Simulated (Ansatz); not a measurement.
# CH5FSi: the cost of one run

Program: Ansatz 0.2.0. Level of theory: UHF/def2-SVP. These are calculated values, not measurements.

## 1. Starting point

Bond lengths: Si1–C2 1.901 Å, Si1–H3 1.558 Å, Si1–H5 1.465 Å, C2–H6 1.087 Å, C2–H7 1.088 Å, C2–H8 1.090 Å. Angles: Si1–C2–H6 111.2°, Si1–C2–H7 110.1°, Si1–C2–H8 112.6°, H6–C2–H7 107.2°, H6–C2–H8 107.7°, H7–C2–H8 107.8°, C2–Si1–H3 128.0°, C2–Si1–H5 105.7°, H3–Si1–H5 115.0°.

Structure file:

```xyz
8

Si   -0.8599   -0.0110   -0.1632
C     0.8572   -0.6888    0.2908
H    -1.2497    0.8681   -1.3895
F    -0.9050    1.9640   -0.9826
H    -1.4786    0.3862    1.1045
H     1.5513   -0.5923   -0.5407
H     0.7900   -1.7479    0.5327
H     1.2948   -0.1781    1.1480
```

## 2. Run 1

150 steps of 0.5 fs at constant energy, with velocities drawn for 1000 K.

File input.yaml:

```yaml
crystal:
  periodic: [false, false, false]
  atoms:
    - { symbol: Si, position_ang: [-0.8599, -0.011, -0.1632] }
    - { symbol: C, position_ang: [0.8572, -0.6888, 0.2908] }
    - { symbol: H, position_ang: [-1.2497, 0.8681, -1.3895] }
    - { symbol: F, position_ang: [-0.905, 1.964, -0.9826] }
    - { symbol: H, position_ang: [-1.4786, 0.3862, 1.1045] }
    - { symbol: H, position_ang: [1.5513, -0.5923, -0.5407] }
    - { symbol: H, position_ang: [0.79, -1.7479, 0.5327] }
    - { symbol: H, position_ang: [1.2948, -0.1781, 1.148] }
magnetization:
  spin_polarized: true
basis:
  gaussian: { orbitals: def2-SVP }
hamiltonian:
  xc: hf
md:
  timestep: 0.5
  n_steps: 150
  ensemble: nve
  temperature: 1000.0
  initial_velocities: maxwell_boltzmann
  seed: 808896
```

Run with:

```sh
ansatz run input.yaml --threads 1 --pin off --max-ram 2048MiB --backend cpu --events-out ev --progress --plain --runs-dir out
```

What time and memory should one allow on 1 thread of Intel Xeon 6975P-C (Granite Rapids), shared host?

About 2.5 min, with a peak of 0.15 GiB.
